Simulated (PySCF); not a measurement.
Löwdin shares of the frontier orbitals

Compound: C3H6OS.
Cartesian coordinates in Å at the GFN2-xTB level; atoms count from 1:
```xyz
11
C3H6OS angstrom
C      1.8728   -0.1518   -0.2570
C      0.7891    0.5306   -0.5518
S     -0.4267    0.9124    0.7491
C     -1.6948   -0.2448    0.0434
O      0.0727    0.2771    1.9671
H      2.6370   -0.3979   -0.9750
H      2.0144   -0.4951    0.7569
H      0.5473    0.9376   -1.5194
H     -1.2707   -1.2403   -0.0250
H     -1.9910    0.1225   -0.9321
H     -2.5446   -0.2476    0.7180
```

The calculation used TDDFT PBE0/def2-SVPD, vertical, gas phase, core orbitals frozen in the response in PySCF 2.14.0, density-fitted response routines.

Kohn–Sham orbitals with the atoms that hold most of them (Löwdin shares over 4%, at most four atoms; ? is withheld):

```csv
orbital,ε (eV),atoms
LUMO+2,0.65,"S3 55%, O5 9%, C4 8%, C2 7%"
LUMO+1,0.55,"S3 33%, C4 14%, C2 12%, C1 11%"
LUMO,-0.61,?
HOMO,?,"O5 46%, S3 30%, C4 8%, C2 7%"
HOMO-1,-8.07,?
HOMO-2,-8.56,"C2 37%, C1 32%, O5 14%, S3 4%"
HOMO-3,-10.66,"O5 31%, S3 25%, C4 12%, C1 11%"
```

Task: Which atoms hold the LUMO, and with what shares?

Result: C1 (bonded to C and 2 H) 33%; C2 (bonded to C, S and H) 29%; S3 (bonded to 2 C and O) 12%; C4 (bonded to S and 3 H) 8%. By element: carbon 70%, sulfur 12%.

Task: Give the leading atoms of the HOMO-1.

Result: O5 (bonded to S) 56%; C2 (bonded to C, S and H) 12%; S3 (bonded to 2 C and O) 12%; C4 (bonded to S and 3 H) 10%. By element: oxygen 56%, carbon 22% or more, sulfur 12%.

Task: What is the HOMO energy, and the HOMO–LUMO gap?

Result: ε(HOMO) = -6.92 eV; the gap is 6.30 eV (0.2317 hartree).

Task: The HOMO–LUMO gap is 6.30 eV. Where does the response calculation put the lowest singlet, and from which orbitals?

Result: S1 is at 5.12 eV (f = 0.059), 1.18 eV below the gap, made of HOMO→LUMO (96%). 

Task: Give energy, strength and leading configuration of S1 and S3, and follow the Löwdin shares of the leading atoms from the occupied to the empty orbital.

Result: 
- S1 (5.12 eV, f 0.059), HOMO→LUMO (96%): O5 46% → at most 8%, S3 30% → 12%, C1 at most 8% → 33%, C2 7% → 29%
- S3 (6.16 eV, f 0.015), HOMO-1→LUMO (86%): O5 56% → at most 8%, C2 12% → 29%, C1 at most 10% → 33%

Löwdin shares depend on the basis, the more so with diffuse functions.

One conformer stands for the species.
